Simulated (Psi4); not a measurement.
**AlCl (aluminium monochloride) at CCSD/aug-cc-pVTZ**

Aim: the energy change on altering one bond length of AlCl (aluminium monochloride) at CCSD/aug-cc-pVTZ, from 2 runs. 

The results are computed with Psi4 1.11.

## Step 1: The structure to begin with

AlCl: 2 atoms, total charge 0, spin state singlet. SMILES: `[Al][Cl]`. The bond length is the measured one.

Bond lengths: Al1–Cl2 2.130 Å.

## Step 2: The energy at CCSD/aug-cc-pVTZ

The input, run.py:

```python
import psi4

psi4.set_memory(1600000000)
psi4.set_num_threads(1)
psi4.core.set_output_file('output.dat', False)

m = psi4.geometry("""
Al
Cl 1 2.130113
symmetry c1
""")

psi4.set_options(dict(basis='aug-cc-pVTZ', puream=True, e_convergence=1e-09, d_convergence=1e-08, scf_type='pk', num_frozen_docc=10))

e, wfn = psi4.energy('ccsd', return_wfn=True)
print(f'ccsd energy: {e:.10f} Eh')
```

On the command line:

```bash
$ python run.py
```

output.dat:

```text
[...]
  Running in c1 symmetry.
[...]
  Nuclear repulsion =   54.902328448335837
[...]
  Multiplicity = 1
[...]
  Nalpha       = 15
  Nbeta        = 15
[...]
    Number of basis functions: 100
[...]
   @RHF iter   1:  -701.49340427349205   -5.63117e-01   1.94096e-03 DIIS/ADIIS
[...]
   @RHF iter  10:  -701.51113014848943   -1.36424e-12   1.82032e-09 DIIS
[...]
    Orbital Energies [Eh]
    ---------------------
    Doubly Occupied:
       1A   -104.812343     2A    -58.518090     3A    -10.539154
       4A     -8.005209     5A     -8.004573     6A     -8.004573
       7A     -4.927691     8A     -3.236448     9A     -3.235995
      10A     -3.235995    11A     -1.069618    12A     -0.547050
      13A     -0.461978    14A     -0.461978    15A     -0.330192
[...]
  @RHF Final Energy:  -701.51113014848943
   => Energetics <=
    Nuclear Repulsion Energy =             54.9023284483358367
    One-Electron Energy =               -1082.0451480851161250
    Two-Electron Energy =                 325.6316894882909310
    Total Energy =                       -701.5111301484894284
[...]
 Multipole Moments:
 ------------------------------------------------------------------------------------
     Multipole            Electronic (a.u.)      Nuclear  (a.u.)        Total (a.u.)
 ------------------------------------------------------------------------------------
 L = 1.  Multiply by 2.5417464519 to convert [e a0] to [Debye]
 Dipole X            :          0.0000000            0.0000000            0.0000000
 Dipole Y            :         -0.0000000            0.0000000           -0.0000000
 Dipole Z            :         -0.8490066            0.2658241           -0.5831825
 Magnitude           :                                                    0.5831825
[...]
      * MP2 total energy                      = -701.757306424256171
[...]
      * CCSD total energy                     = -701.782493584602889
```

On the terminal:

```text
ccsd energy: -701.7824935846 Eh
```

It took 38 s on 1 thread of Intel Xeon Platinum 8259CL at 2.50GHz (Skylake/Cascade Lake), shared host; peak memory 0.98 GiB.

## Step 3: The distorted shape, same level

The input, input.json:

```json
{
  "schema_name": "qcschema_input",
  "schema_version": 1,
  "molecule": {
    "schema_name": "qcschema_molecule",
    "schema_version": 2,
    "symbols": ["Al", "Cl"],
    "geometry": [0.0, 0.0, -2.01272273, 0.0, 0.0, 4.02533018],
    "molecular_charge": 0,
    "molecular_multiplicity": 1,
    "fix_symmetry": "c1",
    "fix_com": true,
    "fix_orientation": true
  },
  "driver": "energy",
  "model": {
    "method": "ccsd",
    "basis": "aug-cc-pVTZ"
  },
  "keywords": {
    "puream": true,
    "e_convergence": 1e-09,
    "d_convergence": 1e-08,
    "scf_type": "pk",
    "num_frozen_docc": 10
  }
}
```

On the command line:

```bash
$ psi4 --qcschema input.json -n 1 --memory 1600MB
```

stdout:

```text
[...]
  Running in c1 symmetry.
[...]
  Nuclear repulsion =   36.601202953022813
[...]
  Multiplicity = 1
[...]
  Nalpha       = 15
  Nbeta        = 15
[...]
    Number of basis functions: 100
[...]
   @RHF iter   1:  -701.37604532553348   -8.02199e-01   2.88101e-03 ADIIS/DIIS
[...]
   @RHF iter  11:  -701.43866261315929   -2.61480e-12   1.87503e-09 DIIS
[...]
    Orbital Energies [Eh]
    ---------------------
    Doubly Occupied:
       1A   -104.716343     2A    -58.615144     3A    -10.439092
       4A     -7.905203     5A     -7.904767     6A     -7.904767
       7A     -5.019489     8A     -3.325758     9A     -3.325758
      10A     -3.325021    11A     -0.938226    12A     -0.471011
      13A     -0.350794    14A     -0.350794    15A     -0.347133
[...]
  @RHF Final Energy:  -701.43866261315929
   => Energetics <=
    Nuclear Repulsion Energy =             36.6012029530228133
    One-Electron Energy =               -1046.2011360855944986
    Two-Electron Energy =                 308.1612705194123123
    Total Energy =                       -701.4386626131592948
[...]
 Multipole Moments:
 ------------------------------------------------------------------------------------
     Multipole            Electronic (a.u.)      Nuclear  (a.u.)        Total (a.u.)
 ------------------------------------------------------------------------------------
 L = 1.  Multiply by 2.5417464519 to convert [e a0] to [Debye]
 Dipole X            :         -0.0000000            0.0000000           -0.0000000
 Dipole Y            :         -0.0000000            0.0000000           -0.0000000
 Dipole Z            :        -46.1124882           42.2652176           -3.8472706
 Magnitude           :                                                    3.8472706
[...]
      * MP2 total energy                      = -701.681955548008091
[...]
      * CCSD total energy                     = -701.707241750786466
[...]
```

The result, in JSON:

```text
{
 "driver": "energy",
 "model": {
  "method": "ccsd",
  "basis": "aug-cc-pVTZ"
 },
 "success": true,
 "return_result": -701.7072417507865,
 "properties": {
  "calcinfo_nbasis": 100,
  "calcinfo_nmo": 100,
  "calcinfo_nalpha": 15,
  "calcinfo_nbeta": 15,
  "calcinfo_natom": 2,
  "nuclear_repulsion_energy": 36.60120295302281,
  "return_energy": -701.7072417507865,
  "scf_one_electron_energy": -1046.2011360855945,
  "scf_two_electron_energy": 308.1612705194123,
  "scf_dipole_moment": [-1.5470348215234688e-15, -2.5244478044271275e-15, -3.847270645450159],
  "scf_total_energy": -701.4386626131593,
  "scf_iterations": 11,
  "mp2_same_spin_correlation_energy": -0.054901582794558174,
  "mp2_opposite_spin_correlation_energy": -0.1883913520518097,
  "mp2_singles_energy": -1.1120892774703082e-28,
  "mp2_doubles_energy": -0.24329293484636788,
  "mp2_correlation_energy": -0.24329293484636788,
  "mp2_total_energy": -701.6819555480081,
  "ccsd_same_spin_correlation_energy": -0.05173577728866416,
  "ccsd_opposite_spin_correlation_energy": -0.21684336033611398,
  "ccsd_singles_energy": 0.0,
  "ccsd_doubles_energy": -0.26857913762477814,
  "ccsd_correlation_energy": -0.26857913762477814,
  "ccsd_total_energy": -701.7072417507865,
  "ccsd_iterations": 18
 }
}
```

It took 35 s on 1 thread of Intel Xeon Platinum 8259CL at 2.50GHz (Skylake/Cascade Lake), shared host; peak memory 0.98 GiB.

## Step 4: Summary of results

Level: CCSD/aug-cc-pVTZ, 10 core orbitals frozen.

| quantity | value |
| --- | --- |
| first shape: total energy | -701.78249 Eh |
| first shape: HOMO energy (Hartree–Fock orbitals) | -8.98 eV |
| first shape: LUMO energy (Hartree–Fock orbitals) | 0.47 eV |
| first shape: HOMO–LUMO gap (Hartree–Fock orbitals) | 9.46 eV |
| first shape: correlation energy (10 core orbitals frozen) | -271.4 mEh |
| first shape: T1 diagnostic | 0.012 |
| distorted shape: total energy | -701.70724 Eh |
| distorted shape: HOMO energy (Hartree–Fock orbitals) | -9.45 eV |
| distorted shape: LUMO energy (Hartree–Fock orbitals) | -0.73 eV |
| distorted shape: HOMO–LUMO gap (Hartree–Fock orbitals) | 8.72 eV |
| distorted shape: correlation energy (10 core orbitals frozen) | -268.6 mEh |
| distorted shape: T1 diagnostic | 0.018 |
| energy change with the Al1–Cl2 bond stretched from 2.130 to 3.195 Å | 2.048 eV |

What this shows: With the Al1–Cl2 bond stretched from 2.130 to 3.195 Å the energy rises by 2.05 eV (198 kJ/mol). The first shape isn't relaxed at this level, so the change isn't measured from a minimum.
